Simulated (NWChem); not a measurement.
**C4H4 (1-buten-3-yne) at 3 levels**

Wanted: a comparison of 3 runs (HF/3-21G, B3LYP/cc-pVDZ, PBE0/cc-pVDZ) of C4H4 (1-buten-3-yne). 

The calculation is run with NWChem 7.3.0.

1 further run of the same task is left out (set aside as unsound or not needed).

## (1) Starting point

C4H4: 8 atoms, total charge 0, spin state singlet. SMILES: `C#CC=C`. The shape is that of a PBE0-D4/def2-TZVP optimisation.

Bond lengths: C1–C2 1.203 Å, C2–C3 1.418 Å, C3–C4 1.332 Å, C1–H5 1.064 Å, C3–H6 1.087 Å, C4–H7 1.083 Å, C4–H8 1.083 Å. Angles: C1–C2–C3 178.4°, C2–C3–C4 124.2°, C2–C1–H5 179.5°, C2–C3–H6 116.0°, C4–C3–H6 119.8°, C3–C4–H7 120.7°, C3–C4–H8 121.4°, H7–C4–H8 117.8°.

## (2) Energy and forces at HF/3-21G (run 1)

Contents of struct.nw:

```
start struct
title "C4H4 gradient"
memory stack 880 mb heap 220 mb global 1100 mb
charge 0

geometry units angstrom noautosym nocenter noautoz
 C     -1.091410     1.580200    -0.894340
 C     -0.344360     0.836000    -0.315100
 C      0.557310    -0.009980     0.378930
 C      0.447630    -1.336260     0.433930
 H     -1.757270     2.231190    -1.409380
 H      1.379720     0.485740     0.888310
 H      1.169620    -1.929270     0.981270
 H     -0.361240    -1.857610    -0.063610
end

basis spherical bse
 * library 3-21G
end

scf
 thresh 1e-08
 maxiter 80
end

task scf gradient
```

The run is started by

```bash
$ nwchem struct.nw > struct.out
```

Standard output:

```text
[...]
  functions       =    44
[...]
  wavefunction    = RHF
[...]
         Total SCF energy =   -152.855105343088
      One-electron energy =   -383.700306501977
      Two-electron energy =    140.395018812190
 Nuclear repulsion energy =     90.450182346700
        Time for solution =      1.2s
[...]
                         RHF ENERGY GRADIENTS
    atom               coordinates                        gradient
                 x          y          z           x          y          z
   1 C      -2.062466   2.986145  -1.690058   -0.011372   0.012469  -0.008932
   2 C      -0.650746   1.579811  -0.595453    0.024023  -0.023883   0.018615
   3 C       1.053163  -0.018859   0.716074   -0.012377   0.015279  -0.009882
   4 C       0.845898  -2.525165   0.820009    0.000542  -0.007487   0.001096
   5 H      -3.320759   4.216338  -2.663342   -0.007005   0.006637  -0.005395
   6 H       2.607293   0.917916   1.678662    0.006887   0.003707   0.004316
   7 H       2.210261  -3.645792   1.854331    0.005907  -0.003627   0.004352
   8 H      -0.682645  -3.510374  -0.120205   -0.006606  -0.003093  -0.004169
[...]
```

It took 2.1 s on 1 thread of Intel Xeon Platinum 8259CL at 2.50GHz (Skylake/Cascade Lake), shared host; peak memory 0.099 GiB.

## (3) Energy and gradient at B3LYP/cc-pVDZ (run 2)

Contents of c4h4.nw:

```
start c4h4
title "C4H4"
memory total 2200 mb

geometry units au noautosym nocenter noautoz
  C  -2.06246599  2.98614522 -1.69005766
  C  -0.65074609  1.57981104 -0.59545270
  C   1.05316327 -0.01885947  0.71607392
  C   0.84589811 -2.52516543  0.82000886
  H  -3.32075903  4.21633803 -2.66334221
  H   2.60729293  0.91791557  1.67866261
  H   2.21026147 -3.64579192  1.85433155
  H  -0.68264467 -3.51037415 -0.12020548
end

basis "ao basis" spherical bse
  * library cc-pVDZ
end

dft
  xc b3lyp
  mult 1
  grid xfine
  convergence energy 1e-08
  iterations 100
  mulliken
  print low
end

task dft gradient
```

The run is started by

```bash
$ nwchem c4h4.nw > c4h4.out
```

Standard output:

```text
[...]
 d= 0,ls=0.0,diis     1   -154.7026346429 -2.45D+02  1.13D-02  3.36D-01     6.6
[...]
 d= 0,ls=0.0,diis    10   -154.7433977058 -4.35D-09  8.28D-07  9.28D-09    47.7
         Total DFT energy =     -154.743397705767
      One electron energy =     -385.524118573978
           Coulomb energy =      163.447324071148
    Exchange-Corr. energy =      -23.116779041171
 Nuclear repulsion energy =       90.450175838233
[...]
                         DFT ENERGY GRADIENTS
    atom               coordinates                        gradient
                 x          y          z           x          y          z
   1 C      -2.062466   2.986145  -1.690058    0.012472  -0.012629   0.009689
   2 C      -0.650746   1.579811  -0.595453   -0.011356   0.010799  -0.008762
   3 C       1.053163  -0.018859   0.716074   -0.000661  -0.005796   0.000119
   4 C       0.845898  -2.525165   0.820009    0.000163   0.007255  -0.000599
   5 H      -3.320759   4.216338  -2.663342    0.003909  -0.003758   0.003019
   6 H       2.607293   0.917916   1.678663   -0.004883  -0.002815  -0.003031
   7 H       2.210261  -3.645792   1.854332   -0.004301   0.003728  -0.003285
   8 H      -0.682645  -3.510374  -0.120205    0.004656   0.003215   0.002850
 Task  times  cpu:       57.2s     wall:       57.2s
 Total times  cpu:       57.3s     wall:       57.3s
```

It took 58 s on 1 thread of Intel Xeon Platinum 8259CL at 2.50GHz (Skylake/Cascade Lake), shared host; peak memory 0.13 GiB.

## (4) Energy and forces at PBE0/cc-pVDZ (run 3)

Contents of c4h4.nw:

```
echo
start c4h4
title "C4H4"
memory stack 880 mb heap 220 mb global 1100 mb
charge 0
geometry units bohr noautosym nocenter noautoz
  C   -2.06246599   2.98614522  -1.69005766
  C   -0.65074609   1.57981104  -0.59545270
  C    1.05316327  -0.01885947   0.71607392
  C    0.84589811  -2.52516543   0.82000886
  H   -3.32075903   4.21633803  -2.66334221
  H    2.60729293   0.91791557   1.67866261
  H    2.21026147  -3.64579192   1.85433155
  H   -0.68264467  -3.51037415  -0.12020548
end
basis spherical bse
  * library cc-pVDZ
end
dft
  xc pbe0
  grid xfine
  convergence energy 1e-08
  maxiter 100
  mulliken
  print medium
end
task dft gradient
```

The run is started by

```bash
$ nwchem c4h4.nw > c4h4.out
```

Standard output:

```text
[...]
          Wavefunction type:  closed shell.
          No. of atoms     :     8
          No. of electrons :    28
[...]
          Charge           :     0
          Spin multiplicity:     1
[...]
          AO basis - number of functions:    76
[...]
              XC Information
              --------------
                         PBE0 Method XC Functional
                     Hartree-Fock (Exact) Exchange  0.250
          PerdewBurkeErnzerhof Exchange Functional  0.750
            Perdew 1991 LDA Correlation Functional  1.000 local
           PerdewBurkeErnz. Correlation Functional  1.000 non-local
[...]
 d= 0,ls=0.0,diis     1   -154.5104962326 -2.45D+02  7.96D-03  2.85D-01     5.1
[...]
 d= 0,ls=0.0,diis    10   -154.5458169181 -2.79D-09  5.86D-07  4.52D-09    48.1
         Total DFT energy =     -154.545816918136
      One electron energy =     -385.483603921022
           Coulomb energy =      163.399708595695
    Exchange-Corr. energy =      -22.912097431042
 Nuclear repulsion energy =       90.450175838233
[...]
      Total Density - Mulliken Population Analysis
     ---------------------------------------------
    Atom       Charge   Shell Charges
 -----------   ------   -------------------------------------------------------
    1 C    6     6.40   2.01  0.65  0.89  2.02  0.80  0.03
    2 C    6     5.58   2.01  0.68  0.40  2.04  0.39  0.06
    3 C    6     6.18   2.01  0.66  0.51  2.09  0.83  0.07
    4 C    6     5.98   2.01  0.67  0.40  2.05  0.81  0.04
    5 H    1     1.00   0.73  0.23  0.03
    6 H    1     0.95   0.75  0.18  0.03
    7 H    1     0.95   0.75  0.17  0.03
    8 H    1     0.96   0.74  0.18  0.03
[...]
  wavefunction    = closed shell
[...]
```

Wall time 59 s (1 thread of Intel Xeon Platinum 8259CL at 2.50GHz (Skylake/Cascade Lake), shared host); peak memory 0.14 GiB.

## (5) The series

```
run          level  iteration cap  module  energy (Eh)  dipole moment (D)  HOMO energy (eV)  LUMO energy (eV)  wall time
  1       HF/3-21G             80     scf  -152.855105               0.47             -9.31              3.40      2.1 s
  2  B3LYP/cc-pVDZ            100     dft  -154.743398                  –                 –                 –       58 s
  3   PBE0/cc-pVDZ            100     dft  -154.545817               0.39             -7.06             -0.74       59 s
```

## (6) Results

```
                       quantity          value
            run 3: total energy  -154.54582 Eh
           run 3: dipole moment         0.39 D
             run 3: HOMO energy       -7.06 eV
             run 3: LUMO energy       -0.74 eV
           run 3: HOMO–LUMO gap        6.32 eV
run 3: largest force on an atom     0.986 eV/Å
```

What this shows: Totals of different functionals can't be ranked against each other. All runs together took 2 min, the longest 59 s.
